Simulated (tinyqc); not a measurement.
Geometry optimisation on the RHF/sto-6g surface (energies and gradients from PySCF), for H2O, spin multiplicity 1, step by step. One step of it, computed by the program tinyqc.

Problem. Step 1: move. Quasi-Newton step p = -H^(-1) g (first H = 1 times the unit matrix); steps longer than 0.3 bohr are cut back.

positions at the start (bohr):
```
,x,y,z
1O,0.083148,0.094486,-0.032125
2H,-0.056692,1.424853,1.103600
3H,-0.022677,-1.489104,1.120608
```

gradient (hartree/bohr):
```
,x,y,z
1O,-0.00489044,0.11084214,0.03243676
2H,0.00736264,-0.05821328,-0.06113605
3H,-0.00247220,-0.05262886,0.02869929
```

Give: positions after step 1.

Solution.

positions after step 1 (bohr):
```
,x,y,z
1O,0.088,-0.016,-0.065
2H,-0.064,1.483,1.165
3H,-0.020,-1.436,1.092
```
